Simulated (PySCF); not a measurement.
First SCF of a structure search on doublet CO(OH), at a hand-made bent (heavy-atom frame) geometry. PySCF input:

```python
from pyscf import gto, scf, dft
mol = gto.M(atom='''
C      0.000000     0.000000     0.000000
O      1.015700     0.000000     0.711200
O     -1.130400     0.000000     0.791500
H     -1.635900     0.735400     1.145500''',
    basis={'C': 'def2-TZVP', 'O': 'def2-TZVP', 'H': 'def2-TZVP'},
    charge=0, spin=1)
mf = dft.UKS(mol, xc='PBE0')
mf.grids.atom_grid = (50, 194)
aux = {'C': 'def2-universal-JKFIT', 'O': 'def2-universal-JKFIT', 'H': 'def2-universal-JKFIT'}
mf = mf.density_fit(auxbasis=aux)
mf.conv_tol = 1e-08
mf.diis_space = 10
mf.max_cycle = 60
mf.init_guess = 'minao'
mf.verbose = 4
mf.kernel()
```

Excerpt of the output (cycles alone):

```
init E= -189.224975886236
cycle= 1 E= -188.753774829232  delta_E= 0.471  |g|= 0.67  |ddm|= 1.24
cycle= 2 E= -187.875924758965  delta_E= 0.878  |g|= 1.62  |ddm|= 1.09
cycle= 3 E= -188.898011390019  delta_E= -1.02  |g|= 0.29  |ddm|= 0.866
cycle= 4 E= -188.926294107355  delta_E= -0.0283  |g|= 0.0955  |ddm|= 0.187
cycle= 5 E= -188.929410161477  delta_E= -0.00312  |g|= 0.0152  |ddm|= 0.0521
cycle= 6 E= -188.92951231103  delta_E= -0.000102  |g|= 0.00568  |ddm|= 0.0108
cycle= 7 E= -188.929527637271  delta_E= -1.53e-05  |g|= 0.00158  |ddm|= 0.00486
cycle= 8 E= -188.92952980476  delta_E= -2.17e-06  |g|= 0.000476  |ddm|= 0.0021
cycle= 9 E= -188.92953019721  delta_E= -3.92e-07  |g|= 0.000338  |ddm|= 0.00107
cycle= 10 E= -188.929530352489  delta_E= -1.55e-07  |g|= 0.00016  |ddm|= 0.000791
cycle= 11 E= -188.929530382106  delta_E= -2.96e-08  |g|= 3.7e-05  |ddm|= 0.000365
cycle= 12 E= -188.929530384933  delta_E= -2.83e-09  |g|= 1.38e-05  |ddm|= 0.000104
Extra cycle  E= -188.929530385379  delta_E= -4.46e-10  |g|= 1.04e-05  |ddm|= 2.38e-05
converged SCF energy = -188.929530385379  <S^2> = 0.75597443  2S+1 = 2.0059655
```

No lower solution of this spin was found by a stability analysis within the unrestricted form.

The search for the lowest solution, with the stability check, took 2.8 s on 4 threads of a shared Arm Neoverse V1 host, with 99 basis functions; the process peaked at 0.35 GiB. Launch command: `OMP_NUM_THREADS=4 python axn.py task.json out`.
